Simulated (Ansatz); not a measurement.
in.yaml

```yaml
crystal:
  periodic: [false, false, false]
  atoms:
    - {symbol: Ge, position_ang: [0.000000, 0.000000, -0.017513]}
    - {symbol: O, position_ang: [0.000000, 0.000000, 1.633899]}
    - {symbol: H, position_ang: [0.000000, 0.000000, -1.616387]}
basis:
  gaussian: {orbitals: cc-pVDZ}
magnetization: {spin_polarized: true, initial_magnetization: 1}
hamiltonian: {xc: {name: PBE}}
output: {orbitals: {seedname: orbitals}}
```

```sh
$ ansatz run in.yaml --threads 1 --pin off --events-out ev --progress --plain --max-ram 2393MiB
```

Log:

```
568 factors; their error is unknown
mean field evaluation 1: about -58556.3154 eV, gradient 5.0e1 eV
mean field evaluation 2: about -58400.6399 eV, gradient 1.4e2 eV
mean field evaluation 4: about -58561.9064 eV, gradient 3.0e1 eV
mean field evaluation 8: about -58566.9725 eV, gradient 3.0e-1 eV
mean field evaluation 16: about -58566.9583 eV, gradient 1.4e-3 eV
mean field evaluation 32: about -58566.4885 eV, gradient 5.1e-6 eV
mean field -58566.95827912 eV, -2152.2960186477 hartree, gradient 9.2e-6 eV, S^2 0.755558; 4 other end points of the search recorded, 0 dependent functions left out
reference -58566.95830500 eV, -2152.2960195985 hartree; 21, 20 occupied and 25, 26 virtual orbitals, 568 factors
Total energy: -58566.95830500 eV, -2152.2960195985 hartree
```

Ran on 1 thread of Intel Xeon Platinum 8259CL, shared host: 2.4 s wall, 0.23 GiB peak host memory.
